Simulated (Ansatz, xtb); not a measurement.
## AlBHS: which of two structures lies lower

Structure a is `[B]1[AlH][S]1`, a doublet and structure b is a doublet given by its coordinates. Both are isolated molecules in the gas phase, relaxed with B3LYP-D4/def2-TZVP.

a (Å):

```xyz
4

Al    1.7674    0.8098    0.4324
B     0.3367    2.2613    0.4158
S     1.7829    2.9585   -0.3206
H     2.9936   -0.1687    0.3543
```

b (Å):

```xyz
4

Al    0.7187    0.4292   -0.8830
B    -0.4948   -1.4474    0.5685
S    -1.3591   -0.0331    0.1400
H     0.5774   -1.9435    0.4308
```

Close contacts (Å): Al1–B2 2.66, Al1–S3 2.36, B2–S3 1.71, B2–H4 1.19.

Quicker runs give these differences E(b) − E(a): GFN2-xTB +0.621 eV; HF/STO-3G −1.734 eV (at GFN2-xTB geometries); r2SCAN-D4/def2-SVP −0.698 eV (at GFN2-xTB geometries).

Estimate E(b) − E(a) at the level CCSD(T)/def2-TZVP.

Calculated at CCSD(T)/def2-TZVP: E(b) − E(a) = −0.854 eV, so structure b lies lower.

How the difference moves with the method:

```csv
level,geometry,E(b) − E(a) (eV),departure from the last row (eV),"job, with rough time for the two"
GFN2-xTB,GFN2-xTB,+0.621,+1.475,"optimisation, 0.16 s"
HF/STO-3G,GFN2-xTB,−1.734,−0.880,"single point, 0.38 s"
r2SCAN-D4/def2-SVP,GFN2-xTB,−0.698,+0.157,"single point, 3.2 s"
B3LYP-D4/def2-TZVP,B3LYP-D4/def2-TZVP,−1.007,−0.153,"optimisation, 55 s"
HF/def2-TZVP,B3LYP-D4/def2-TZVP,−0.936,−0.082,part of the CCSD(T) run
MP2/def2-TZVP,B3LYP-D4/def2-TZVP,−0.808,+0.046,part of the CCSD(T) run
CCSD(T)/def2-TZVP,B3LYP-D4/def2-TZVP,−0.854,,"single point, 17 s"
```

GFN2-xTB puts the two in the other order. The largest departure from CCSD(T)/def2-TZVP is that of GFN2-xTB, 1.475 eV.

With harmonic frequencies from B3LYP-D4/def2-TZVP (ideal gas, rigid rotor, one conformer each, 600 K, 1 atm): on the last row, ΔE + ΔZPE = −0.817, ΔH = −0.813, ΔG = −0.847 eV.

Open shells are spin-unrestricted, with notable spin contamination under HF/STO-3G. The correlated steps freeze 11 core orbitals. Run with Ansatz 0.2.0, xtb 6.7.1; the last row on 2 threads of Arm Neoverse V1 on a shared host.
